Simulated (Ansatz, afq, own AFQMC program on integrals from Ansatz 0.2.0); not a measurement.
AFQMC on a folder of integrals that Ansatz 0.2.0 wrote.

```yaml
crystal:
  periodic: [false, false, false]
  atoms:
    - {symbol: W, position_ang: [0.000000, 0.000000, 0.000000]}
    - {symbol: Cl, position_ang: [0.000000, 0.000000, 2.233000]}
basis:
  gaussian: {orbitals: def2-TZVP}
total_charge: 1
magnetization: {spin_polarized: true, initial_magnetization: 4}
correlation: {method: ccsd_t, electrons: outside_noble_gas, hamiltonian_folder: ham}
```

```sh
$ ansatz run in.yaml --threads 1 --pin off --events-out ev --progress --plain --max-ram 24576MiB --backend cuda --devices 0, --max-vram 18GiB
```

afq runs on the folder ham with

```
--method phaseless --trial cisd --walkers 3300 --populations 20 --least-time 60 --time-step 0.005 --steps-per-block 50 --equilibration-blocks 40 --max-blocks 4000 --target-error 0.00021 --factor-cut 1e-05 --start spin_pure --seed 6622 --release-times 0.24,0.5,1,1.5 --release-step 0.02 --release-every 3 --taylor-order 6
```

Times are imaginary, in 1/Eh. The walk had a cap of 245 s. With eight or more populations the least sampling time is a fifth of least-time, and the error comes from their spread. Core potentials past Kr, no spin–orbit coupling.

Output of the walk:

```
orbitals 68  electrons 8 4  factors 519 of 587
reference energy -525.65487985 Eh
CCSD correlation -0.27591406 Eh in 14 cycles, weight of the determinant in the CISD state 0.8699
energy of the start -525.930323 Eh
 block  time / (1/Eh)  mean weight  energy / Eh
     1     0.250  0.9998  -525.928032
     2     0.500  0.9998  -525.931869
     3     0.750  1.0003  -525.935784
     4     1.000  1.0001  -525.938431
     5     1.250  1.0000  -525.940238
     7     1.750  0.9998  -525.942207
     9     2.250  0.9999  -525.943816
    11     2.750  1.0001  -525.944984
    15     3.750  1.0000  -525.944407
    19     4.750  1.0005  -525.945181
    23     5.750  1.0000  -525.945011
    27     6.750  1.0000  -525.944687
    31     7.750  0.9999  -525.946723
    33     8.250  0.9996  -525.947662
    35     8.750  1.0000  -525.946474
    39     9.750  0.9999  -525.945360
    43    10.750  0.9999  -525.945154
    47    11.750  0.9998  -525.944830
    51    12.750  0.9996  -525.945247
    55    13.750  1.0000  -525.944615
    59    14.750  1.0000  -525.945814
    63    15.750  1.0000  -525.944901
    67    16.750  0.9999  -525.946172
    71    17.750  1.0002  -525.947063
    75    18.750  0.9998  -525.945400
    79    19.750  1.0005  -525.945054
    83    20.750  0.9999  -525.944431
    87    21.750  1.0002  -525.944183
    89    22.250  0.9998  -525.944866
error from the spread of 20 populations
released: time / (1/Eh)  energy / Eh  error  mean overlap
  0.24  -525.945608  0.000181  1.0019
  0.50  -525.946171  0.000171  0.9971
  1.00  -525.946238  0.000174  0.9959
  1.50  -525.946594  0.000140  0.9888
energy -525.945502 +/- 0.000196 Eh
(rows thinned)
```

The run passed its tests (sampling time, drift between the halves within three errors, error under three times the target), which doesn't prove that it has relaxed.

Against this walk (error 5.3 meV) on the same determinant: CCSD(T) 21.6 meV higher, CCSDT(Q) 38.6 meV lower. The error is statistical and leaves out the bias of the constraint. The released energies are still falling (meV from the phaseless value at times in 1/Eh: -3 ± 5 at 0.24, -18 ± 5 at 0.50, -20 ± 5 at 1.00, -30 ± 4 at 1.50), so they give no level; they do show a bias of the constraint, and the last of them that isn't too noisy lies 9 meV above CCSDT(Q). CCSDT(Q) is the surest value here, so the walk's 39 meV above it is most likely the bias of the constraint with this trial, which can have either sign.

Cautions: constraint bias not in the error; no spin-orbit coupling; outer-core shells of the metal frozen; lower spins were not checked; higher spins were not checked.

The walk took 2.2 min on 1 × NVIDIA H100 80GB HBM3 with 2 threads of AMD EPYC 7R13 Processor (Zen 3), with other jobs on the host (the card was shared). The log's last line is the phaseless energy.

CCSDT and higher add their correlation energy to the determinant of the CCSD(T) run, since their own runs factorise the integrals more tightly (a shift of under 2 meV). A walk keeps the symmetry of its determinant, which the program's search chose and which needn't be the lowest solution, so a lower state of the same spin and another symmetry isn't excluded.
